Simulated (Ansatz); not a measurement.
Ideal-gas functions of `[O]F` radical at 298.15 K and 1 bar, from an Ansatz frequency run at PBE0-D4/def2-TZVP.

Molar mass 35.0 g/mol, point group C∞v (symmetry number 1), electronic degeneracy 4, moments of inertia 15.371 u Å². Harmonic wavenumbers (cm⁻¹, unscaled): 1168.

Use S(trans) = R[1.5 ln M + 2.5 ln T − 1.1517]; rotational temperatures θ = 24.2544 K / I; S(rot) = R[ln(T/σθ) + 1]; for each mode x = 1.438777 ν̃/T, S = R[x/(eˣ − 1) − ln(1 − e⁻ˣ)] and H = RT x/(eˣ − 1); 1 cm⁻¹ = 0.0119627 kJ/mol; R = 8.31446 J/(mol·K).

Q: By hand: the entropy, in J/(mol·K).

A: Translation 153.2. Rotation: θ = 1.5779 K, giving 51.9. Vibration, mode by mode: 0.20, in all 0.2. Electronic 11.5. Sum 216.8 J/(mol·K).

Q: By hand: H − E and G − E in kJ/mol, counted from the electronic energy.

A: Zero-point energy ½ × 1168 × 0.0119627 = 7.0; thermal vibration 0.0; translation, rotation and pV give 3.5 RT = 8.7. H − E = 15.7 kJ/mol, and G − E = 15.7 − 298.15 × 216.8/1000 = -48.9 kJ/mol.

Vibration gives 0 % of the entropy; all modes have x over 3 and are hardly excited.
